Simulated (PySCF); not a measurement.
SiCl and its ions

TPSS; Si def2-SVPD, Cl def2-SVPD; no relativity (PySCF 2.14). Neutral (UKS): doublet (π ↑), Re = 2.119 Å, ωe = 500 cm⁻¹, De = 4.42 eV, HOMO -4.47 eV, LUMO -3.97 eV.

SiCl⁻ (UKS): triplet (π ↑↑), Re = 2.320 Å, ωe = 331 cm⁻¹, De = 1.92 eV to Si + Cl⁻. The energies at the minima are -749.47327 hartree for SiCl and -749.51885 for SiCl⁻.

(1) Work out the adiabatic electron affinity, without and with harmonic zero-point energies (1 hartree = 27.2114 eV, 1 eV = 8065.5 cm⁻¹), and the change of the bond length.

For an ion De counts to the pair picked by the measured ionisation energies or electron affinities, which need not be the lowest pair at this level. The highest Kohn–Sham level is positive in this anion. Much of that is self-interaction error, but it also means that the finite basis helps to hold the extra electron. States were picked by a PBE0 search and need not be the measured ground states.

Results:

(1) At TPSS: 0.04558 hartree = 1.240 eV between the minima; the zero-point term (500.0 − 331.0)/2 cm⁻¹ = +0.010 eV makes it 1.251 eV. Re changes by +20.1 pm against the neutral. The electron enters a π orbital, and the longer bond of the ion fits an antibonding orbital, or a change in how ionic the bond is.
